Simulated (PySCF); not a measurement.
# SO₂: stationary points from several starts

Aim: find the stationary points of SO₂ from bent and linear starts in the singlet state, tell minima from saddle points, and describe the lowest.

The runs use PySCF 2.14.0; PBE, basis S def2-TZVP, O def2-TZVP, no relativity, density fitting.

## 1. The starting structure

3 atoms, charge 0, spin multiplicity 1.

Bond lengths: S1–O2 1.510 Å, S1–O3 1.510 Å. Angles: O2–S1–O3 110.0°.

Coordinates in bohr (charge 0 multiplicity 1):
```
S     0.0000    0.0000    0.0000
O     2.3374    0.0000    1.6367
O    -2.3374    0.0000    1.6367
```

## 2. The SCF at the typed geometry

The steps below are one call of a driver around PySCF. For each, scf.py gives the equivalent set-up of the SCF; relaxations use the driver's own optimiser. After this first run the driver tries any further starts and a stability analysis.

Contents of scf.py:

```python
from pyscf import gto, scf, dft
mol = gto.M(atom='''
S      0.000000     0.000000     0.000000
O      1.236900     0.000000     0.866100
O     -1.236900     0.000000     0.866100''',
    basis={'S': 'def2-TZVP', 'O': 'def2-TZVP'},
    charge=0, spin=0)
mf = dft.RKS(mol, xc='PBE')
mf.grids.atom_grid = (50, 194)
aux = {'S': 'def2-universal-JKFIT', 'O': 'def2-universal-JKFIT'}
mf = mf.density_fit(auxbasis=aux)
mf.conv_tol = 1e-08
mf.diis_space = 10
mf.max_cycle = 60
mf.init_guess = 'minao'
mf.verbose = 4
mf.kernel()
```

Command:

```
OMP_NUM_THREADS=2 python axn.py task.json out
```

The program printed:

```text
init E= -548.815247474911
  HOMO = -0.350252949949565  LUMO = -0.186955886987157  gap/eV = 4.44354
cycle= 1 E= -548.105762492878  delta_E= 0.709  |g|= 1.21  |ddm|= 1.96
  HOMO = -0.138673977858704  LUMO = -0.099512267295316  gap/eV = 1.06564
cycle= 2 E= -545.65052539416  delta_E= 2.46  |g|=  3.6  |ddm|= 2.73
  HOMO = -0.283910245456714  LUMO = -0.167655296661735  gap/eV = 3.16346
cycle= 3 E= -548.387769923566  delta_E= -2.74  |g|= 0.176  |ddm|= 2.25
  HOMO = -0.296179527013621  LUMO = -0.188223061345283  gap/eV = 2.93765
cycle= 4 E= -548.390776444496  delta_E= -0.00301  |g|= 0.0953  |ddm|= 0.186
  HOMO = -0.294034319879288  LUMO = -0.181531400765735  gap/eV = 3.06136
cycle= 5 E= -548.393009544755  delta_E= -0.00223  |g|= 0.0166  |ddm|= 0.0725
  HOMO = -0.295045333611331  LUMO = -0.181778229811144  gap/eV = 3.08215
cycle= 6 E= -548.393064495728  delta_E= -5.5e-05  |g|= 0.00308  |ddm|= 0.00803
  HOMO = -0.295131581846456  LUMO = -0.18173506469509  gap/eV = 3.08568
cycle= 7 E= -548.393066112993  delta_E= -1.62e-06  |g|= 0.000469  |ddm|= 0.00139
  HOMO = -0.295182530760675  LUMO = -0.181770807124046  gap/eV = 3.08609
cycle= 8 E= -548.393066154064  delta_E= -4.11e-08  |g|= 0.000113  |ddm|= 0.000274
  HOMO = -0.295176689490841  LUMO = -0.181762478493475  gap/eV = 3.08616
cycle= 9 E= -548.393066156783  delta_E= -2.72e-09  |g|= 3.22e-06  |ddm|= 8.32e-05
  HOMO = -0.295176948025653  LUMO = -0.181763062107841  gap/eV = 3.08615
Extra cycle  E= -548.393066156775  delta_E= 7.16e-12  |g|= 5.51e-06  |ddm|= 6.52e-06
converged SCF energy = -548.393066156775
```

This step, with its further starts and checks, took 13 s on 2 threads of Intel Xeon at 2.50GHz (Skylake/Cascade Lake), shared host.

No lower closed-shell solution turned up in the test of internal stability.

## 3. Bent start, singlet: relaxation

The program finds C2v symmetry in the start, which this walk keeps. The walk stops when the largest gradient is under 0.0003 Eh/bohr and the energy has settled too.

Edit scf.py of step 2 so:

```diff
@@ -3,3 +3,3 @@
-S      0.000000     0.000000     0.000000
-O      1.236900     0.000000     0.866100
-O     -1.236900     0.000000     0.866100''',
+S      0.000000     0.000000    -0.433170
+O      1.236900     0.000000     0.432930
+O     -1.236900     0.000000     0.432930''',
@@ -15 +14,0 @@
-mf.init_guess = 'minao'
```

The optimiser's trace:

```
step  energy (Eh)  change (kJ/mol)  largest symmetric gradient (Eh/bohr)
   0  -548.393066             0.00                               0.08128
   1  -548.401403           -21.89                               0.01979
   2  -548.401860           -23.09                               0.00309
   3  -548.401878           -23.13                               0.00116
   4  -548.401885           -23.15                               0.00002
```

The walk took 14 s.

Geometry (Å) and forces (eV/Å) at some steps:

```
step 0
S    0.000   0.000  -0.433   0.000   0.000   4.180
O    1.237   0.000   0.433  -1.373   0.000  -2.090
O   -1.237   0.000   0.433   1.373   0.000  -2.090
step 1
S    0.000   0.000  -0.330  -0.001   0.000  -1.018
O    1.259   0.000   0.381   0.443   0.000   0.509
O   -1.259   0.000   0.381  -0.442   0.000   0.509
step 2
S    0.000   0.000  -0.347   0.000   0.000   0.068
O    1.260   0.000   0.390  -0.159   0.000  -0.034
O   -1.260   0.000   0.390   0.159   0.000  -0.034
step 3
S    0.000   0.000  -0.351   0.001   0.000   0.017
O    1.253   0.000   0.392   0.059   0.000  -0.009
O   -1.253   0.000   0.392  -0.060   0.000  -0.008
step 4
S    0.000   0.000  -0.349   0.000   0.000  -0.001
O    1.255   0.000   0.391   0.000   0.000   0.001
O   -1.255   0.000   0.391   0.000   0.000   0.001
```

End point (C2v, 4 steps, 23.2 kJ/mol gained): S–O 1.457 Å (×2); O–S–O 119.0°.

## 4. Vibrations and properties at this point

The point is checked on the finer grid, and tightened if its gradient asks for it. The Hessian and the dipole derivatives come from central differences of analytic gradients, with steps of 0.02 bohr.

Edit scf.py of step 3 so:

```diff
@@ -3,3 +3,3 @@
-S      0.000000     0.000000    -0.433170
-O      1.236900     0.000000     0.432930
-O     -1.236900     0.000000     0.432930''',
+S      0.000000     0.000000    -0.370200
+O      1.255244     0.000000     0.369975
+O     -1.255244     0.000000     0.369975''',
@@ -9 +9 @@
-mf.grids.atom_grid = (50, 194)
+mf.grids.atom_grid = (75, 302)
@@ -12 +12 @@
-mf.conv_tol = 1e-08
+mf.conv_tol = 1e-10
```

This SCF starts from the last density.

SCF at the final geometry:

```text
init E= -548.401913578385
  HOMO = -0.291261024225039  LUMO = -0.163978483531672  gap/eV = 3.46353
cycle= 1 E= -548.401913578386  delta_E= -4.55e-13  |g|= 2.79e-06  |ddm|= 2e-06
  HOMO = -0.291261286286106  LUMO = -0.163978543800035  gap/eV = 3.46354
Extra cycle  E= -548.401913578376  delta_E= 1.01e-11  |g|= 7.9e-06  |ddm|= 5.39e-06
converged SCF energy = -548.401913578376
```

The whole step took 40 s.

Geometry: C2v; S–O 1.457 Å (×2); O–S–O 118.9°.

Harmonic modes (main isotopes):

```tsv
symmetry	ω (cm⁻¹)	IR (km/mol)	μ (u)	type
a1	493	23.2	18.57	bend
a1	1115	23.8	18.00	stretch
b2	1310	180	20.32	stretch
```

No imaginary mode, so this is a minimum.

Constants and moments:

```
Dipole moment                                                   : 1.60 D
Highest occupied level                                          : -7.93 eV
Lowest empty level                                              : -4.46 eV
Rotational constants                                            : 1.924, 0.3344, 0.2849 cm⁻¹
Zero-point energy                                               : 17.5 kJ/mol
Principal polarisabilities                                      : 15.1, 19.6, 32.2 bohr³
Atomisation energy without zero-point energy                    : 1166 kJ/mol
Principal traceless quadrupole moments about the centre of mass : -4.95, 1.13, 3.82 D Å
Entropy at 298.15 K and 1 bar                                   : 248.9 J/(mol K)
Heat capacity Cp at 298.15 K                                    : 40.3 J/(mol K)
Enthalpy at 298.15 K above 0 K                                  : 10.61 kJ/mol
Rotational symmetry number                                      : 2
```

Populations by atom (charges in e):

```
atom  Mulliken  Löwdin  polar tensor  Mayer order to S1
  S1      0.57    0.50          0.99                  –
O2,3     -0.28   -0.25         -0.50               1.93
```

Mulliken populations on S1: s 5.91, p 8.84, d 0.62, f 0.06.

## 5. Relaxation: linear start, singlet

The program finds D∞h symmetry in the start, which this walk keeps.

Edit scf.py of step 4 so:

```diff
@@ -3,3 +3,3 @@
-S      0.000000     0.000000    -0.370200
-O      1.255244     0.000000     0.369975
-O     -1.255244     0.000000     0.369975''',
+S      0.000000     0.000000     0.000000
+O      0.000000     0.000000     1.510000
+O      0.000000     0.000000    -1.510000''',
@@ -9 +9 @@
-mf.grids.atom_grid = (75, 302)
+mf.grids.atom_grid = (50, 194)
@@ -12 +12 @@
-mf.conv_tol = 1e-10
+mf.conv_tol = 1e-08
```

Steps of the walk:

```
step  energy (Eh)  change (kJ/mol)  largest symmetric gradient (Eh/bohr)
   0  -548.311668             0.00                               0.02213
   1  -548.312838            -3.07                               0.00412
   2  -548.312874            -3.17                               0.00038
   3  -548.312874            -3.17                               0.00001
```

The walk took 11 s.

Geometry (Å) and forces (eV/Å) at some steps:

```
step 0
S    0.000   0.000   0.000   0.000   0.000   0.000
O    0.000   0.000   1.510   0.000   0.000  -1.138
O    0.000   0.000  -1.510   0.000   0.000   1.138
step 1
S    0.000   0.000   0.000   0.000   0.000   0.000
O    0.000   0.000   1.477   0.000   0.000   0.212
O    0.000   0.000  -1.477   0.000   0.000  -0.212
step 2
S    0.000   0.000   0.000   0.000   0.000   0.000
O    0.000   0.000   1.482   0.000   0.000  -0.019
O    0.000   0.000  -1.482   0.000   0.000   0.020
step 3
S    0.000   0.000   0.000   0.000   0.000   0.000
O    0.000   0.000   1.482   0.000   0.000   0.000
O    0.000   0.000  -1.482   0.000   0.000   0.000
```

End point (D∞h, 3 steps, 3.2 kJ/mol gained): S–O 1.482 Å (×2); O–S–O 180.0°.

## 6. Vibrations and properties at this point

As before: finer grid, then central differences.

Edit scf.py of step 5 so:

```diff
@@ -3,3 +3,3 @@
-S      0.000000     0.000000     0.000000
-O      0.000000     0.000000     1.510000
-O      0.000000     0.000000    -1.510000''',
+S     -0.000000    -0.000000     0.000000
+O     -0.000000    -0.000000     1.481892
+O      0.000000     0.000000    -1.481892''',
@@ -9 +9 @@
-mf.grids.atom_grid = (50, 194)
+mf.grids.atom_grid = (75, 302)
@@ -12 +12 @@
-mf.conv_tol = 1e-08
+mf.conv_tol = 1e-10
```

SCF at the final geometry:

```text
init E= -548.312900514493
  HOMO = -0.230714282833972  LUMO = -0.15861988370935  gap/eV = 1.96179
cycle= 1 E= -548.312900514495  delta_E= -1.48e-12  |g|= 1.38e-06  |ddm|= 9.54e-07
  HOMO = -0.230714341948286  LUMO = -0.158619910060385  gap/eV = 1.96179
Extra cycle  E= -548.312900514486  delta_E= 8.3e-12  |g|= 5.01e-06  |ddm|= 3.15e-06
converged SCF energy = -548.312900514486
```

The whole step took 29 s on 2 threads of Intel Xeon at 2.50GHz (Skylake/Cascade Lake), shared host.

Geometry: D∞h; S–O 1.482 Å (×2); O–S–O 180.0°.

Modes, for the most abundant isotopes:

```
symmetry  ω (cm⁻¹)  IR (km/mol)  μ (u)     type
      πu      659i          0.0  21.32     bend
     σg+       870          0.0  15.99  stretch
     σu+      1221          266  21.32  stretch
```

2 modes are imaginary, the largest at 659i cm⁻¹: a saddle point, not a minimum.

Properties at this point:

```yaml
Dipole_moment: 0.00 D
Highest_occupied_level: -6.28 eV
Lowest_empty_level: -4.32 eV
Rotational_constants: 0.24 cm⁻¹
Zero-point_energy_real_modes: 12.5 kJ/mol
Principal_polarisabilities: 16.6, 16.6, 41.8 bohr³
Atomisation_energy_without_zero-point_energy: 932 kJ/mol
Principal_traceless_quadrupole_moments_about_the_centre_of_mass: -6.37, 3.18, 3.18 D Å
```

Charges (e) and bond orders:

```tsv
atom	Mulliken	Löwdin	polar tensor	Mayer order to S1
S1	0.31	0.46	0.68	–
O2,3	-0.16	-0.23	-0.34	1.80
```

Mulliken populations on S1: s 6.25, p 8.72, d 0.67, f 0.04.

## 7. Leaving the saddle point

The start is the last point, displaced along its most imaginary mode.

The program finds C2v symmetry in the start, which this walk keeps. Threshold on the gradient: 0.0003 Eh/bohr, with a further test on the energy change.

Edit scf.py of step 6 so:

```diff
@@ -3,3 +3,3 @@
-S     -0.000000    -0.000000     0.000000
-O     -0.000000    -0.000000     1.481892
-O      0.000000     0.000000    -1.481892''',
+S     -0.119751    -0.007725    -0.000000
+O      0.119685     0.007720     1.481892
+O      0.119685     0.007720    -1.481892''',
@@ -9 +9 @@
-mf.grids.atom_grid = (75, 302)
+mf.grids.atom_grid = (50, 194)
@@ -12 +12 @@
-mf.conv_tol = 1e-10
+mf.conv_tol = 1e-08
```

Energy and gradient, step by step:

```
step  energy (Eh)  change (kJ/mol)  largest symmetric gradient (Eh/bohr)
   0  -548.334421             0.00                               0.07385
   1  -548.379384          -118.05                               0.05190
   2  -548.392273          -151.89                               0.08470
   3  -548.401160          -175.22                               0.02370
   4  -548.401831          -176.98                               0.00509
   5  -548.401889          -177.14                               0.00048
   6  -548.401889          -177.14                               0.00003
```

The walk took 21 s.

Positions (Å) and forces (eV/Å) along the way:

```
step 0
S   -0.120  -0.008   0.000  -3.797  -0.249   0.000
O    0.120   0.008   1.482   1.899   0.125  -1.505
O    0.120   0.008  -1.482   1.899   0.125   1.505
step 1
S   -0.311  -0.020   0.000  -1.563  -0.095   0.000
O    0.215   0.014   1.411   0.782   0.047  -2.669
O    0.215   0.014  -1.411   0.782   0.047   2.669
step 3
S   -0.440  -0.028   0.000  -1.218  -0.085  -0.001
O    0.280   0.018   1.246   0.609   0.042   0.893
O    0.280   0.018  -1.246   0.609   0.042  -0.892
step 6
S   -0.453  -0.029   0.000  -0.001  -0.005   0.001
O    0.286   0.018   1.255   0.000   0.003   0.000
O    0.286   0.018  -1.255   0.001   0.003  -0.001
```

It settles in C2v symmetry, 177.1 kJ/mol below the start, after 6 steps: S–O 1.457 Å (×2); O–S–O 119.0°.

## 8. Would spin polarisation lower it?

At the lowest minimum the closed shell is tested against spin polarisation, on the (50, 194) grid. It is stable.

## 9. The points found, side by side

| spin | group | bonds | imaginary modes (cm⁻¹) | ΔE (kJ/mol) | with zero-point energy |
| --- | --- | --- | --- | --- | --- |
| singlet | C2v | S–O 1.457 Å (×2) | none | 0.0 | 0.0 |
| singlet | D∞h | S–O 1.482 Å (×2) | 659i, 659i | 233.7 | – |

## 10. Results

| quantity | value |
| --- | --- |
| lowest minimum | singlet, C2v |
| geometry | S–O 1.457 Å (×2); O–S–O 118.9° |
| wavenumbers (cm⁻¹) | 493 (a1), 1115 (a1), 1310 (b2) |
| dipole moment | 1.60 D |
| highest occupied, lowest empty level | -7.93, -4.46 eV |
| polar-tensor charge of S1 | +0.99 e |
| zero-point energy | 17.5 kJ/mol |
| entropy at 298.15 K | 248.9 J/(mol K) |
| atomisation energy (no zero-point energy) | 1166 kJ/mol |

**Reading.** The lowest minimum found is the singlet of C2v symmetry. In the infrared the band at 1310 cm⁻¹ (b2, stretch) leads. A search over typed starts can miss a lower isomer.

The search up to here took 2.4 min on 2 threads of Intel Xeon at 2.50GHz (Skylake/Cascade Lake), shared host.
